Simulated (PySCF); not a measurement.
Working out the ionisation energy of S

S [Ne] 3s2 3p4 (3P) → S⁺ [Ne] 3s2 3p3 (4S). Calculation: PySCF 2.14, in Sapporo-DZP-2012 (5s4p2d, 27 functions); the spin-free X2C one-electron Hamiltonian (Gaussian nucleus). Frozen: [Ne]. Energies in hartree (1 hartree = 27.21139 eV):

```json
{"part": "UHF", "S (lower)": "-398.431168", "S⁺ (upper)": "-398.094573"}
{"part": "CCSD correlation", "S (lower)": "-0.109824", "S⁺ (upper)": "-0.091140"}
{"part": "(T)", "S (lower)": "-0.001594", "S⁺ (upper)": "-0.001078"}
```

Question: What does Hartree-Fock give?

Answer: (-398.094573) − (-398.431168) = 0.336595 hartree = 9.159 eV.

Question: What do CCSD and CCSD(T) give?

Answer: The CCSD correlation energies differ by 0.018684 hartree = 0.508 eV and the triples by 0.000516 hartree = 0.014 eV, so CCSD gives 9.667 eV and CCSD(T) 9.681 eV.

Measured between the centres of the two terms (NIST): 10.336 eV, so CCSD(T) (valence) is off by -0.655 eV.

A double-zeta basis recovers only part of the correlation energy.

What remains against the reference includes basis incompleteness, the frozen core and higher excitations.
